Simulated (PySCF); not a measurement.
Si: electron affinity

Si⁻ [Ne] 3s2 3p3 (4S) → Si [Ne] 3s2 3p2 (3P), as a difference of total energies. Calculation: PySCF 2.14, in dyall-acv3z; scalar relativity by spin-free X2C-1e. Correlated levels: valence: [Ne] frozen; valence and next inner shell: 1s2 frozen; virtual orbitals above 40 to 60 times the deepest correlated orbital energy dropped. The calculations carry no spin-orbit coupling.

```csv
method,electron affinity (eV)
UHF,0.840
LDA,1.589
PBE,1.492
PBE0,1.451
r2SCAN,1.520
M06-L,1.389
BLYP,1.228
TPSSh,1.420
MP2 (valence),1.378
SCS-MP2 (valence),1.196
MP2 (valence and next inner shell),1.370
SCS-MP2 (valence and next inner shell),1.190
```

**Question.** How much does correlation contribute at MP2 (valence and next inner shell)?

**Answer.** 1.370 − (0.840) = 0.530 eV, measured against UHF.

A first-order spin-orbit estimate (lowest level to lowest level, LS coupling) adds -0.016 eV.

Errors of the correlated levels include the incompleteness of this basis and the frozen core.

In the anion the highest occupied orbital energy is positive at LDA, PBE, PBE0, r2SCAN, M06-L, BLYP, TPSSh, a self-interaction effect; the basis confines that electron, and the energy difference can still be sensible.

For comparison: 1.390 eV (measured; photodetachment measurements, as compiled on the Wikipedia data page of electron affinities).
